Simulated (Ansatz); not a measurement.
Correlation energies of H4NPSi, SMILES `N1[SiH2]P1` by basis set

```xyz
7

N     0.3830    0.6220   -0.7834
Si    0.1845    0.1070    0.8356
P    -1.3427    0.2116   -0.7323
H     1.0028    0.3594   -1.5318
H     0.7071   -1.2184    1.2455
H     0.3608    1.1351    1.8840
H    -1.2956   -1.2167   -0.9177
```

Charge 0, multiplicity 1. The structure was optimised at the PBE0-D4/def2-TZVP level. Frozen core, restricted reference, the Gaussian-basis code of Ansatz. CBS rows extrapolate triple and quadruple zeta; past MP2 they add the triple-zeta difference.

```json
{"basis": "def2-SVP", "HF (Eh)": "-686.17530", "MP2 corr.": "-0.38155", "CCSD corr.": "-0.42124", "(T)": "-0.01417", "CCSD(T) total": "-686.61071"}
{"basis": "def2-TZVPP", "HF (Eh)": "-686.47313", "MP2 corr.": "-0.48176", "CCSD corr.": "-0.51708", "(T)": "-0.02369", "CCSD(T) total": "-687.01390"}
{"basis": "def2-QZVPP", "HF (Eh)": "-686.49500", "MP2 corr.": "-0.51809", "CCSD corr.": "–", "(T)": "–", "CCSD(T) total": "–"}
{"basis": "CBS(def2)", "HF (Eh)": "-686.49802", "MP2 corr.": "-0.54500", "CCSD corr.": "-0.58032", "(T)": "as TZ", "CCSD(T) total": "-687.10203"}
```
